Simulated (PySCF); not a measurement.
**Question.** What does the PBE0-D3(BJ)/def2-SVP structure of `FC(F)=C(F)P` look like in three dimensions?

**Answer.** 
```xyz
8
C2H2F3P angstrom
F     -2.2120   -0.8504    0.2990
C     -1.1156   -0.1554    0.1656
F     -1.3225    1.1239    0.3492
C      0.0834   -0.6653   -0.1288
F      0.1716   -1.9921   -0.2908
P      1.6427    0.2648   -0.3678
H      1.7062    0.8691    0.9252
H      1.0598    1.4176   -0.9719
```

Any rigid rotation of these coordinates is as good. Atoms count from 1 in this order. The 6 heavy atoms lie in one plane (0.009 Å rms). P6 (phosphine phosphorus) is pyramidal (angles 97.7°, 96.8° and 93.4°, sum 287.9°, 0.79 Å off the plane of its three neighbours). Of the pairs four or more bonds apart, F3···H8 is among the closest relative to their van der Waals radii: 2.74 Å, 103 % of the sum of Bondi's values. The C–F distances run from 1.305 Å (F1–C2, drawn single) to 1.340 Å (C4–F5, drawn single), a spread of 0.035 Å.

Bonds between heavy atoms (Å): F1–C2 1.305, C2–F3 1.309, C2=C4 1.336, C4–F5 1.340, C4–P6 1.831.

Method used: PBE0-D3(BJ)/def2-SVP geometry optimisation, gas phase (PySCF).

Point group: near Cs, missed by 0.35 Å at most; the miss may be what the optimiser left on a soft mode. Stationary, but not proved a minimum. The numbers are those of one conformer (C2–C4–P6–H 60° and -35°).
